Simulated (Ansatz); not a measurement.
# C2H6Si: the cost of one run

All numbers below are computed with Ansatz 0.2.0 (RKS B3LYP-D4/def2-SVP).

### 1 Starting point

Bond lengths: C1–Si2 1.778 Å, Si2–C3 1.834 Å, C1–H4 1.050 Å, C1–H5 1.137 Å, C1–H6 1.121 Å, C3–H7 1.043 Å, C3–H8 1.136 Å, C3–H9 1.154 Å. Angles: C1–Si2–C3 111.9°, Si2–C1–H4 113.3°, Si2–C1–H5 113.5°, Si2–C1–H6 115.4°, H4–C1–H5 103.7°, H4–C1–H6 105.3°, H5–C1–H6 104.5°, Si2–C3–H7 113.9°, Si2–C3–H8 109.3°, Si2–C3–H9 111.7°, H7–C3–H8 109.2°, H7–C3–H9 108.2°, H8–C3–H9 104.0°.

Coordinates:

```xyz
9

C    -0.5227    1.1100   -0.8256
Si    0.7115   -0.1678   -0.7548
C     0.5676   -1.1755    0.7705
H    -1.5047    0.7392   -0.8171
H    -0.4772    1.7312   -1.7763
H    -0.4834    1.8639    0.0036
H    -0.3440   -1.6740    0.8628
H     1.4126   -1.9336    0.8002
H     0.7288   -0.5397    1.7194
```

### 2 Preparing the start

Input file input.yaml:

```yaml
crystal:
  periodic: [false, false, false]
  atoms:
    - { symbol: C, position_ang: [-0.5227, 1.11, -0.8256] }
    - { symbol: Si, position_ang: [0.7115, -0.1678, -0.7548] }
    - { symbol: C, position_ang: [0.5676, -1.1755, 0.7705] }
    - { symbol: H, position_ang: [-1.5047, 0.7392, -0.8171] }
    - { symbol: H, position_ang: [-0.4772, 1.7312, -1.7763] }
    - { symbol: H, position_ang: [-0.4834, 1.8639, 0.0036] }
    - { symbol: H, position_ang: [-0.344, -1.674, 0.8628] }
    - { symbol: H, position_ang: [1.4126, -1.9336, 0.8002] }
    - { symbol: H, position_ang: [0.7288, -0.5397, 1.7194] }
basis:
  gaussian: { orbitals: def2-SVP }
hamiltonian:
  xc: b3lyp
  dispersion: d4
relax:
  f_tol: 0.02
  max_steps: 40
scf:
  lower_state_search: "off"
```

Command:

```console
$ ansatz run input.yaml --threads 1 --pin off --max-ram 2048MiB --backend cpu --events-out ev --progress --plain --runs-dir out
```

What time and memory should one allow on 1 thread of Intel Xeon Platinum 8488C (Sapphire Rapids), shared host?

About 22 s, with a peak of 0.14 GiB.
